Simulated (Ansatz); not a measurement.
Input file:

```yaml
crystal:
  periodic: [false, false, false]
  atoms:
    - {symbol: Al, position_ang: [0.000000, 0.084669, -0.090966]}
    - {symbol: H, position_ang: [0.000000, -1.667466, -0.888242]}
    - {symbol: H, position_ang: [0.420650, -0.299517, 1.661658]}
    - {symbol: H, position_ang: [-0.420650, -0.299517, 1.661658]}
basis:
  gaussian: {orbitals: cc-pVDZ}
magnetization: {spin_polarized: false, initial_magnetization: 2}
correlation: {method: ccsdt_q, electrons: outside_noble_gas}
```

```sh
$ ansatz run in.yaml --threads 1 --pin off --events-out ev --progress --plain --max-ram 2393MiB
```

The program prints:

```
616 factors; integrals over basis functions are off by at most 1.9e-7 eV
mean field evaluation 1: about -6625.5335 eV, gradient 8.0e0 eV
mean field evaluation 2: about -6625.5357 eV, gradient 8.0e0 eV
mean field evaluation 4: about -6626.3950 eV, gradient 1.2e0 eV
mean field evaluation 8: about -6626.4513 eV, gradient 6.2e-4 eV
mean field evaluation 16: about -6626.4487 eV, gradient 9.6e-2 eV
mean field evaluation 32: about -6621.8832 eV, gradient 6.1e0 eV
mean field evaluation 64: about -6623.3619 eV, gradient 4.4e-4 eV
mean field -6626.45128280 eV, -243.5175930730 hartree, gradient 1.4e-6 eV, S^2 2.000000; 1 other end points of the search recorded, 0 dependent functions left out
determinant -6626.45128280 eV, -243.5175930730 hartree, with singles and doubles -6629.04834409 eV, -243.6130333148 hartree
determinant -6623.36189888 eV, -243.4040603079 hartree, with singles and doubles -6625.93962182 eV, -243.4987898786 hartree
5 core orbitals not correlated: weight in the atoms' cores, before any rotation towards them, 1.000 or more for the frozen orbitals, at most 0.000 for the correlated occupied ones
reference -6626.45128280 eV, -243.5175930730 hartree; 4, 2 occupied and 24, 26 virtual orbitals, 616 factors
second order -1.90481416 eV of doubles, -0.02192100 eV of singles
cycle   1  -2.36342248 eV  change   -4.4e-1 eV  update   6.4e-2
cycle   2  -2.63252060 eV  change   -2.7e-1 eV  update   3.4e-2
cycle   3  -2.66124268 eV  change   -2.9e-2 eV  update   1.5e-2
cycle   4  -2.67213500 eV  change   -1.1e-2 eV  update   8.3e-3
cycle   5  -2.67269782 eV  change   -5.6e-4 eV  update   4.1e-3
cycle   6  -2.67333726 eV  change   -6.4e-4 eV  update   1.5e-3
cycle   7  -2.67439550 eV  change   -1.1e-3 eV  update   5.9e-4
cycle   8  -2.67441388 eV  change   -1.8e-5 eV  update   2.6e-4
cycle   9  -2.67427410 eV  change    1.4e-4 eV  update   1.1e-4
cycle  10  -2.67432200 eV  change   -4.8e-5 eV  update   4.7e-5
cycle  11  -2.67433776 eV  change   -1.6e-5 eV  update   2.1e-5
cycle  12  -2.67433869 eV  change   -9.3e-7 eV  update   9.0e-6
cycle  13  -2.67433136 eV  change    7.3e-6 eV  update   4.1e-6
cycle  14  -2.67432771 eV  change    3.6e-6 eV  update   1.6e-6
cycle  15  -2.67432801 eV  change   -2.9e-7 eV  update   7.2e-7
cycle  16  -2.67432865 eV  change   -6.4e-7 eV  update   3.4e-7
perturbative correction -0.00112101 eV, -0.0000411963 hartree
Total energy: -6629.12673246 eV, -243.6159140345 hartree
```

For the same geometry and basis full CI lies 0.3 meV lower.

Ran on 1 thread of Arm Neoverse V1, shared host: 3.4 s wall, 0.15 GiB peak host memory.
